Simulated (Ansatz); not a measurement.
in.yaml

```yaml
crystal:
  periodic: [false, false, false]
  atoms:
    - {symbol: O, position_ang: [-0.843055, -0.231644, 0.000000]}
    - {symbol: H, position_ang: [-1.092364, 0.694932, 0.000000]}
    - {symbol: H, position_ang: [0.116474, -0.231644, 0.000000]}
    - {symbol: S, position_ang: [1.818945, -0.231644, 0.000000]}
basis:
  gaussian: {orbitals: def2-mTZVP, point_charges: [{charge: 0.50, position_ang: [6.294, 0.355, 0.775]}]}
magnetization: {spin_polarized: false, initial_magnetization: 2}
hamiltonian: {pseudopotentials: {relativity: none}}
correlation: {active_space: {ras: {orbitals: [6, 2, 38], electrons: 14, max_holes: 2, max_particles: 2}, fixed_orbitals: true}}
scf: {lower_state_search: off}
```

```sh
$ ansatz run in.yaml --threads 1 --pin off --events-out ev --progress --plain --max-ram 2393MiB
```

The program prints:

```
these checks for a lower state are left out or cut short: stability, starts, cluster_reference, orbital_swaps, neighbouring_geometries, increment
476 factors; integrals over basis functions are off by at most 1.2e-3 eV
mean field evaluation 1: about -12881.6630 eV, gradient 3.9e1 eV
mean field evaluation 2: about -12881.6764 eV, gradient 3.9e1 eV
mean field evaluation 4: about -12884.0873 eV, gradient 1.7e1 eV
mean field evaluation 8: about -12884.7883 eV, gradient 1.4e0 eV
mean field evaluation 16: about -12884.7962 eV, gradient 5.9e-5 eV
mean field -12884.79617008 eV, -473.5075256220 hartree, gradient 2.0e-6 eV, S^2 2.000000; 0 other end points of the search recorded, 0 dependent functions left out
reference -12884.79617008 eV, -473.5075256220 hartree; 14, 12 occupied and 38, 40 virtual orbitals, 476 factors
state -12893.16212184 eV, -473.8149686783 hartree
Total energy: -12893.16212184 eV, -473.8149686783 hartree
Checks for a lower state left out: stability, starts, cluster_reference, orbital_swaps, neighbouring_geometries, increment
```

Natural occupations: 1.9872 1.9767 1.9738 1.9724 1.9714 1.9665 0.9960 0.9958 0.0221 0.0204 0.0159 0.0112 0.0101 0.0092 0.0091 0.0073 0.0073 0.0063 0.0054 0.0051 0.0047 0.0044 0.0044 0.0035.

Ran on 1 thread of Arm Neoverse V2, shared host: 7 s wall, 0.16 GiB peak host memory.
